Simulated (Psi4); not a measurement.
Psi4 input (wB97X-D/6-311+G**):

```
memory 1500 MB

molecule {
-1 2
Li   -0.00000000   -0.00000000   -1.22205568
F     0.00000000    0.00000000    0.40735189
symmetry c1
no_reorient
no_com
}

set {
  basis 6-311+G**
  reference uks
  scf_type pk
  dft_radial_points 99
  dft_spherical_points 590
  e_convergence 1e-8
  d_convergence 1e-7
  maxiter 150
}

e = energy('wb97x-d')
print_out(f'\nFINAL {e:.10f} DIPOLE {variable("CURRENT DIPOLE")[0]:.6f} {variable("CURRENT DIPOLE")[1]:.6f} {variable("CURRENT DIPOLE")[2]:.6f}\n')
```

Question: What final total energy does it give?

Answer: -107.44953 Eh.
